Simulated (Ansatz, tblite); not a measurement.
Cost and result up the ladder for Si(CN)H3 (CH₃NSi) (6 atoms). Total charge 0; singlet. Geometry: PBE0-D4/def2-TZVP.

```xyz
6

Si    0.4312    0.2924    0.2678
C    -0.9310   -0.6303   -0.5745
N    -1.7769   -1.2052   -1.1039
H     1.6131    0.2468   -0.6200
H     0.6977   -0.3845    1.5554
H    -0.0340    1.6809    0.4752
```

Ansatz on 4 threads of Intel Xeon on a shared host; xTB runs through tblite on one thread. Times are rough, summed over both states, and most runs start from the orbitals of an earlier one. No level here is sound enough to serve as a yardstick. The other state is a triplet.

The xTB rows come from tblite.

xTB has no spin-polarisation term.

```json
{"level": "GFN2-xTB", "functions": "20", "wall time": "0.01 s", "vertical triplet (eV)": "4.57"}
{"level": "GFN1-xTB", "functions": "23", "wall time": "0.013 s", "vertical triplet (eV)": "5.03"}
{"level": "PBE-D4/def2-TZVP", "functions": "117", "wall time": "3.2 s", "vertical triplet (eV)": "6.10"}
{"level": "r2SCAN-D4/def2-TZVP (with forces)", "functions": "117", "wall time": "6.2 s", "vertical triplet (eV)": "5.93"}
```
